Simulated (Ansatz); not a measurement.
# SiAs⁺, triplet: the ladder up to full CI

Geometry: a PBE0/def2-TZVP stationary point for this spin.

```xyz
2

Si    0.0000    0.0000    0.0000
As    0.0000    0.0000    2.3242
```

Basis cc-pVDZ; Ansatz 0.2.0. Only valence electrons are correlated (noble-gas cores and the filled d shells of p-block atoms frozen), which leaves 8 electrons in 26 orbitals. Prefix R: restricted or restricted open-shell reference; prefix U: unrestricted. Active spaces: pair = (4e, 4o) about the gap; valence = (8e, 8o) chosen from the atoms' valence shells. No spin–orbit coupling is included, and no scalar relativity.

Full CI is exact within this basis and frozen core; it isn't the basis-set limit. The frozen core follows each run's orbitals, which can shift R against U totals by a few meV for light atoms and by up to 0.1 eV past Ca.

For open shells CISD is restricted-active-space CI with the open shells as a complete middle space.

The UHF ⟨S²⟩ is 2.049. The T1 diagnostic (RCCSD) is 0.0299 and the largest doubles amplitude (RCCSD) is 0.074.

```
                   level  E − E(full CI) (meV)  share of correlation (%)    wall time
                     RHF                  4490                      0.00            –
                    RMP2                  1093                     75.65            –
                    CISD                   486                     89.18        2.1 s
                   RCCSD                   218                     95.15            –
                RCCSD(T)                    52                     98.84        6.5 s
                 BCCD(T)                    53                     98.82          8 s
                  RCCSDT                    12                     99.73            –
               RCCSDT(Q)                     1                     99.97         13 s
                 RCCSDTQ                     0                     99.99  15 s (H100)
  CASSCF (valence space)                  2950                     34.30            –
  NEVPT2 (valence space)                   711                     84.17        4.9 s
  MRCISD (valence space)                   205                     95.44            –
MRCISD+Q (valence space)                    11                     99.75          6 s
```

The correlation energy at full CI, counted from RHF, is -4.490 eV. That run took 12 s on 2 threads of AMD EPYC 7R13 with a shared H100 80 GB, shared host over 55,868,912 determinants.

Run but not shown, since their state, orbitals or frozen core can't be matched to the reference's or they repeat it: UHF, UMP2, UCCSD, UCCSD(T), UCCSDT, UCCSDT(Q), UCCSDTQ, CASSCF (pair space), NEVPT2 (pair space), MRCISD (pair space), MRCISD+Q (pair space).

Times hold each run's SCF and search for its determinant on a shared host, so for small cases they say little of a method's own cost; rows without a card ran on 1 thread of AMD EPYC 7R13.

The full-CI state has the irrep A2 of C2v, in the program's axes (one component, if the state is degenerate).

Natural occupations of full CI about the gap: 1.957 1.924 1.883 0.977 0.977 0.061 0.061 0.057 0.016 0.016; effectively unpaired electrons, Σ n²(2−n)², 2.12.
